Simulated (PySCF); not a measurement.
**XPS shifts beside NMR shieldings**

Compound: C5H8N (charge +1).
Geometry (GFN2-xTB, Å), atoms numbered from 1 in this order:
```
atom  x, y, z in Å
C1    -1.124    1.078   -0.603
N2    -0.359   -0.017   -0.041
C3    -1.120   -1.185    0.355
C4     0.905    0.044    0.097
C5     2.147    0.720   -0.031
C6     2.147   -0.515    0.496
H7    -1.654    0.737   -1.494
H8    -0.473    1.906   -0.870
H9    -1.861    1.421    0.124
H10   -0.465   -1.950    0.764
H11   -1.857   -0.905    1.107
H12   -1.647   -1.590   -0.509
H13    2.680    1.591   -0.334
H14    2.681   -1.336    0.917
```

Binding energies: PySCF, delta-SCF UKS SCAN, pcX-2 on the ionised atom, pcseg-1 elsewhere, spin-free X2C. Shieldings: GIAO PBE0/pcSseg-1, non-relativistic, same geometry.

```csv
atom,C 1s (eV)
C1,296.61
C4,298.40
C5,297.40
```

What are the absolute isotropic shieldings of these atoms?

```json
{"atom": "C1", "environment": "N-methyl carbon", "C 1s (eV)": "296.61", "isotropic shielding (ppm)": "142.3"}
{"atom": "C5", "environment": "unsaturated ring CH carbon", "C 1s (eV)": "297.40", "isotropic shielding (ppm)": "38.9"}
{"atom": "C4", "environment": "unsaturated ring carbon", "C 1s (eV)": "298.40", "isotropic shielding (ppm)": "34.9"}
```

Among the listed atoms, is the one with the highest binding energy also the least shielded?

Yes: C4 has both (298.40 eV, 34.9 ppm).

By binding energy: C1 < C5 < C4. By shielding: C4 < C5 < C1.

Of atoms equivalent by bonding only the ionised one is listed; its partners' own values can differ in this conformer. The unrestricted hole states depart most from a pure doublet (⟨S²⟩ = 0.75; over 0.85 named) for C 1s of C5/C6 (0.88), which makes this value less certain. The species carries charge +1, so core ionisation leaves charge +2. One conformer (not necessarily the lowest) at the GFN2-xTB geometry, without solvent, vibrations or thermal averaging.
